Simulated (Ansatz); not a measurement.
**BeBH+ (quartet): the correlation ladder, def2-TZVPP**

An exercise on one series of results from a longer session: the logs are not shown, and one member is left open.

The runs use Ansatz 0.2.0, Gaussian basis; def2-TZVPP, core rule «outside noble gas», up to 2 orbitals frozen.

The runs, in order: UHF; ROHF; CCSD(T) on UHF.

2 further runs of the same task are left out: 2 set aside as unsound or not needed.

### The system

The geometry is a PBE0/def2-TZVP stationary point (not a proven minimum) of the parent state, kept for this charge and spin.

3 atoms, charge 1, spin multiplicity 4.

Atoms are counted from 1 here; the program's logs count them from 0.

Bond lengths: B1–Be2 1.813 Å, B1–H3 1.189 Å. Angles: Be2–B1–H3 180.0°.

The first run:

in.yaml

```yaml
crystal:
  periodic: [false, false, false]
  atoms:
    - {symbol: B, position_ang: [0.000000, 0.000000, 0.207806]}
    - {symbol: Be, position_ang: [0.000000, 0.000000, -1.605007]}
    - {symbol: H, position_ang: [0.000000, 0.000000, 1.397201]}
basis:
  gaussian: {orbitals: def2-TZVPP}
total_charge: 1
magnetization: {spin_polarized: true, initial_magnetization: 3}
hamiltonian: {xc: hf}
output: {orbitals: {seedname: orbitals}}
```

Run with:

```bash
$ ansatz run in.yaml --threads 1 --pin off --events-out ev --progress --plain --max-ram 4096MiB --backend cpu
```

Among the steps run: UHF; ROHF; CCSD(T) on UHF.

One of the session's tables, all rows but one given; the rest of the session is left out.

```
  method  from UCCSD(T) (meV)
    ROHF              +2457.4
     UHF                    ?
    UMP2               +639.0
   UCCSD                +84.0
UCCSD(T)                    0
```

Q: Estimate the row for UHF from the others.

The run gave: from UCCSD(T) (meV): +2444.5. In the column «from UCCSD(T) (meV)» it lies between UMP2 (+639.0) and ROHF (+2457.4).
